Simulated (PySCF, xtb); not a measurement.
SiH₄, SMILES [SiH4].

Harmonic wavenumbers (cm⁻¹) from xtb with GFN2-xTB at its own minimum, in rising order: 792, 792, 792, 804, 804, 2293, 2293, 2293, 2294.

### Question
What does B3LYP-D3(BJ)/def2-TZVPD run with PySCF give at its own minimum? (Estimate from the structure and the level; the computed values follow.)

### Answer
922, 922, 922, 977, 977, 2236, 2242, 2242, 2242. Paired by order, the mean absolute difference is 105 cm⁻¹ and the zero-point energies are 18.8 and 19.6 kcal/mol.
